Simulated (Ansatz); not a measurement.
**CH2BN: one species, many methods**

How much do the methods differ for CH2BN? The plan is to run it at one geometry with functionals of several rungs and with coupled cluster, and see how far each lands from CCSD(T) at the basis-set limit for the atomisation energy.

Computed with Ansatz 0.2.0, Gaussian basis. Level: functionals in def2-TZVPP, the program's frozen cores in correlated methods.

The runs, in order: LDA (SPW92), PBE-D4, revPBE-D4, BLYP-D4, r2SCAN-D4, B97M-V, PBE0-D4, B3LYP-D4, r2SCANh-D4, r2SCAN0-D4, HSE06-D4, BHLYP-D4, CAM-B3LYP-D4, LC-ωPBE, ωB97X-V, ωB97M-V, B2PLYP, PBE-QIDH; CCSD(T)/def2-SVP; CCSD(T)/def2-TZVPP; CCSD(T)/def2-QZVPP; extrapolation to the limit; RPA on PBE.

**1. The geometry**

All runs share one geometry, relaxed beforehand with PBE0-D4 in a triple-zeta def2 set.

SMILES `BC#N`, 5 atoms, charge 0, spin multiplicity 1.

Atoms are counted from 1 here; the program's logs count them from 0.

Bond lengths: B1–C2 1.522 Å, B1–H4 1.189 Å, B1–H5 1.189 Å, C2–N3 1.154 Å. Angles: C2–B1–H4 118.9°, C2–B1–H5 118.9°, H4–B1–H5 122.2°, B1–C2–N3 180.0°.

**2. LDA**

This LDA is Slater exchange with PW92 correlation.

Contents of in.yaml:

```yaml
crystal:
  periodic: [false, false, false]
  atoms:
    - {symbol: B, position_ang: [-0.219243, 0.441271, -0.341932]}
    - {symbol: C, position_ang: [0.352681, -0.696660, 0.490720]}
    - {symbol: N, position_ang: [0.786488, -1.559643, 1.122162]}
    - {symbol: H, position_ang: [-0.744252, 0.187407, -1.377635]}
    - {symbol: H, position_ang: [-0.125875, 1.554025, 0.065284]}
basis:
  gaussian: {orbitals: def2-TZVPP}
hamiltonian: {xc: lda}
output: {orbitals: {seedname: orbitals}}
```

Further steps of the session: PBE-D4 (GGA); revPBE-D4 (GGA); BLYP-D4 (GGA); r2SCAN-D4 (meta-GGA); B97M-V (meta-GGA); PBE0-D4 (hybrid); B3LYP-D4 (hybrid); r2SCANh-D4 (hybrid); r2SCAN0-D4 (hybrid); HSE06-D4 (hybrid); BHLYP-D4 (hybrid); CAM-B3LYP-D4 (range-separated); LC-ωPBE-D4 (range-separated); ωB97X-V (range-separated); ωB97M-V (range-separated); B2PLYP (double hybrid); PBE-QIDH (double hybrid); CCSD(T) in def2-SVP; CCSD(T) in def2-TZVPP; CCSD(T) in def2-QZVPP; RPA on PBE orbitals.

Before running them: what should the planned runs give, taken together? Wanted: atomisation energy, CCSD(T)/CBS; farthest beyond LDA; mean size of error, GGA; mean size of error, meta-GGA; mean size of error, hybrid; mean size of error, range-separated; mean size of error, double hybrid; gap, smallest and largest; T1 diagnostic.

As calculated:

| quantity | value |
| --- | --- |
| atomisation energy, CCSD(T)/CBS | 2051.5 kJ/mol |
| functionals within 10.3 kJ/mol (0.5 %) | r2SCANh-D4, LC-ωPBE, PBE-QIDH |
| farthest beyond LDA | PBE-D4 (+90.3 kJ/mol) |
| mean size of error, GGA | 60.2 kJ/mol |
| mean size of error, meta-GGA | 17.9 kJ/mol |
| mean size of error, hybrid | 30.7 kJ/mol |
| mean size of error, range-separated | 22.4 kJ/mol |
| mean size of error, double hybrid | 10.4 kJ/mol |
| gap, smallest and largest | 3.86 eV (LDA (SPW92)), 11.59 eV (LC-ωPBE) |
| T1 diagnostic | 0.0142 |
| triples share of the correlation energy | 4.6 % |

In words: LDA overbinds by 306.7 kJ/mol (15 %). PBE-D4 misses by +90.3 kJ/mol. Double hybrids carry the basis error of their MP2 part in triple zeta, and no dispersion term here, so their miss is partly the set-up's. Taken by rung, double hybrid functionals do best (10.4 kJ/mol on average) and GGA ones worst beyond LDA (60.2 kJ/mol). Misses under about 10.3 kJ/mol are within the doubt on the reference itself, which lacks core-valence correlation, relativity and higher excitations. Hartree-Fock recovers 72 % of the binding; the rest is correlation. CCSD(T) in def2-SVP is off by -91.6 kJ/mol, worse than the median functional, from the basis alone. Orbital gaps span 3.9 to 11.6 eV; exact exchange widens them.
